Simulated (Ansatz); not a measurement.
How far each method lies from UCCSDT(Q) for SnH$_{2}$, triplet

Geometry: that of the SnH2⁻, doublet, kept fixed.

```yaml
atoms:
  - { symbol: Sn, position_ang: [0.0000, -0.0211, 0.0000] }
  - { symbol: H, position_ang: [0.0000, 1.2419, -1.2881] }
  - { symbol: H, position_ang: [0.0000, 1.2419, 1.2881] }
```

Basis def2-SVPD with its core potentials; Ansatz 0.2.0. Correlated methods freeze the noble-gas cores and the filled d shells of p-block atoms, which leaves 6 electrons in 39 orbitals. Prefix R: restricted or restricted open-shell reference; prefix U: unrestricted. Active spaces: valence = (6e, 6o) chosen from the atoms' valence shells. No spin–orbit coupling is included; scalar relativity enters through the core potentials alone.

Full CI isn't at hand for all of this; UCCSDT(Q) serves as the reference, and is uncertain by about the last step of the cluster series. The frozen core follows each run's orbitals, which can shift R against U totals by a few meV for light atoms and by up to 0.1 eV past Ca.

* UHF ⟨S²⟩: 2.008
* T1 diagnostic (RCCSD): 0.0253
* largest doubles amplitude (RCCSD): 0.044
* T1 diagnostic (UCCSD): 0.0205

```
   level  E − E(UCCSDT(Q)) (kcal/mol)  wall time
     UHF                        58.53          –
    UMP2                        16.13          –
   UCCSD                         1.94          –
UCCSD(T)                         0.52      3.1 s
  UCCSDT                         0.03          –
```

Run but not shown, since their state, orbitals or frozen core can't be matched to the reference's or they repeat it: RHF, RMP2, CISD, RCCSD, RCCSD(T), BCCD(T), RCCSDT, RCCSDT(Q), CASSCF (valence space), NEVPT2 (valence space), NEVPT4(SD) (valence space), MRCISD (valence space), MRCISD+Q (valence space).

Times hold each run's SCF and search for its determinant on a shared host, so for small cases they say little of a method's own cost; they ran on 1 thread of Arm Neoverse V1. Some runs computed forces too.

Natural occupations of CASSCF (valence space) about the gap: 1.973 1.946 1.008 1.000 0.037 0.036; effectively unpaired electrons, Σ n²(2−n)², 2.02.
